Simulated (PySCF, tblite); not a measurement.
Complex of hydroxide and 2 × ammonia

A gas-phase complex of hydroxide and 2 × ammonia; charge -1, singlet. The structure comes from a short search (6 tight-binding starts) and was relaxed by PBE0-D3(BJ)/def2-TZVPD; another way of binding may lie lower. No frequency run checks that it is a minimum.

```tsv
part	name	SMILES	atoms	charge	multiplicity
1	hydroxide	[OH-]	1–2	-1	1
2	ammonia	N	3–6	0	1
3	ammonia	N	7–10	0	1
```

```csv
atom,part,x (Å),y (Å),z (Å)
O1,1,0.678,0.359,0.080
H2,1,-0.075,-0.207,-0.110
N3,2,0.615,1.490,2.617
H4,2,0.566,1.048,1.652
H5,2,1.052,2.396,2.475
H6,2,1.305,0.942,3.123
N7,3,3.118,-0.942,0.286
H8,3,3.722,-0.396,-0.321
H9,3,2.153,-0.510,0.179
H10,3,3.410,-0.701,1.229
```

```tsv
contact	kind (by geometry)	distance (Å)	angle (°)
H9···O1	hydrogen bond	1.715	173
H4···O1	hydrogen bond	1.720	174
```

Interaction energies are complex less parts, with the parts frozen as they stand in it; counterpoise-corrected, in kcal/mol (PySCF).

(1) Give the interaction energy at each level run.

(2) What holds them together? Decompose the wB97M-D3(BJ)/def2-TZVPD energy: frozen parts, their antisymmetrised product, then relaxation.

(3) Are the pair energies additive?

The parts were also relaxed and run alone, at the levels used for the complex: shieldings by PBE0/aug-pcSseg-2; core levels by delta-SCF with SCAN, aug-pcX-2 on the ionised atom and aug-pcseg-1 elsewhere, spin-free X2C.

(4) What does binding change?

Results:

(1) 
```csv
level,interaction,superposition error removed
wB97M-D3(BJ)/def2-TZVPD,-30.59,-0.34
RI-MP2/def2-TZVPD,-28.43,-1.70
```

(2) electrostatic -51.1, Pauli repulsion +54.5, orbital relaxation -32.6, dispersion correction -1.8 kcal/mol, which sum to the value before the counterpoise correction; the Pauli term holds the exchange-correlation of the frozen density too. Of the attraction, 60 % is electrostatic, 38 % is orbital relaxation, 2 % is dispersion correction.

(3) The pairs sum to -32.39 kcal/mol (1–2 -16.2, 1–3 -16.3, 2–3 0.1); the rest of +1.79 is a many-body weakening.

(4) 
| property | alone | in the complex | change |
| --- | --- | --- | --- |
| N7–H9 bond (Å) | 1.013 | 1.062 | +0.049 |
| shielding of H9 (ppm) | 31.56 | 21.07 | -10.49 |
| shielding of O1 (ppm) | 373.8 | 280.5 | -93.3 |
| shielding of H4 (ppm) | 31.56 | 21.14 | -10.42 |
| shielding of N7 (ppm) | 262.2 | 250.8 | -11.4 |
| O1 1s core level (eV) | 527.90 | 529.53 | +1.64 |
| N3 1s core level (eV) | 405.53 | 399.58 | -5.95 |
| N7 1s core level (eV) | 405.53 | 399.56 | -5.97 |

Density functionals tend to overstate the lengthening and the red shift of so strongly bound an X–H bond.
